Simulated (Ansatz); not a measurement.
**How methods differ on SiH2F2 (SiF2H2)**

SiH2F2: 5 atoms, total charge 0, spin state singlet. SMILES: `[H][Si]([H])(F)F`. Geometry: relaxed at GFN2-xTB.

```xyz
5

Si   -0.0914    0.0006   -0.0643
F     0.0092   -0.0188    1.5265
F     1.4360    0.0106   -0.5197
H    -0.6801    1.2578   -0.4555
H    -0.6737   -1.2502   -0.4869
```

Quantity: the energy change with the Si1–F2 bond stretched from 1.594 to 1.993 Å, in eV. The values are calculated.

```csv
level,kind,program,value (eV),less FCI/STO-3G,CPU time (all runs)
HF/STO-3G (restricted),Hartree–Fock,Ansatz,1.81,+0.67,0.22 s
SVWN5/STO-3G (restricted),LDA,Ansatz,1.22,+0.08,1.6 s
revPBE/STO-3G (restricted),GGA,Ansatz,0.95,-0.19,2.4 s
r2SCAN0/STO-3G (restricted),hybrid meta-GGA,Ansatz,1.38,+0.24,5.8 s
wB97M-V/STO-3G (restricted),range-separated hybrid,Ansatz,1.33,+0.19,39 s
B2PLYP/STO-3G (restricted),double hybrid,Ansatz,1.32,+0.18,3.3 s
CCSD/STO-3G (restricted),coupled cluster or CI,Ansatz,1.15,+0.01,0.37 s
FCI/STO-3G,exact in the basis,Ansatz,1.14,0.00,7.3 s
```

FCI/STO-3G is exact within its basis and frozen core, so for wave-function methods in that basis the difference is their error; functionals converge differently with the basis, so for them it is only a difference. The first shape isn't each level's own minimum. The values span 0.95 to 1.81 eV. All rows use very small basis sets, so even the best lies far from the true value. CPU times are rough (shared hosts, several kinds of processor): they show what a rung costs within a factor of a few.
